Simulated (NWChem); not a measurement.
## Correlation energy of Si₂

```xyz
2

Si     0.0000     0.0000     1.0766
Si     0.0000     0.0000    -1.0766
```
Charge 0, spin multiplicity 3.

All runs are NWChem calculations. All single points use one geometry, from UPBE0/def2-SVP, a minimum by its harmonic frequencies.

Basis set: def2-TZVP. Each correlation energy counts from its own Hartree-Fock reference.

The correlated methods keep 10 core orbitals frozen. This spin state was chosen for the runs; another may lie lower. The structure started from a generated list of species. The unpaired electrons of the parent sit in orbitals of symmetry ag and b2u (D2h labels of the run); other states weren't searched. No SCF solution was tested for a lower state. Open-shell Hartree-Fock references start from PBE0 orbitals. No row is a measurement; the coupled-cluster row has its own basis-set and correlation limits.

Question: For the correlation energy, UMP2 gives -173.8 mHa and SCS-UMP2 gives -173.8 mHa. What do CCSD on UHF, CCSD[T] on UHF, CCSD(T) on UHF give?

Answer: CCSD on UHF: -199.9 mHa; CCSD[T] on UHF: -215.6 mHa; CCSD(T) on UHF: -215.1 mHa.
